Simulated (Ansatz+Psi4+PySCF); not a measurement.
Values are calculated unless marked as measured or tabulated.
Input for PySCF 2.14.0:

```python
from pyscf import gto, scf, mp

# the (T+d) and (D+d) sets load through basis_set_exchange
mol = gto.M(atom="""
Al 0.000000 0.000000 -0.010560
F 0.000000 0.000000 1.990560
""", basis={'Al': 'cc-pv(t+d)z', 'F': 'cc-pvtz'}, charge=0, spin=0)
mf = scf.RHF(mol)
mf.kernel()
pt = mp.MP2(mf, frozen=6).run()
print(mf.e_tot, pt.e_corr, pt.e_tot)
```

The script is written out from the run's settings.

The run gave:

* Converged: yes
* Reference energy: -341.43655 hartree
* Correlation energy: -0.31654 hartree
* Total energy: -341.75309 hartree
* Spin squared of the determinant: 0.000

Caution: bonds are stretched, where a single reference can fail; stretched shape with no unrestricted run beside it, a lower state can exist.
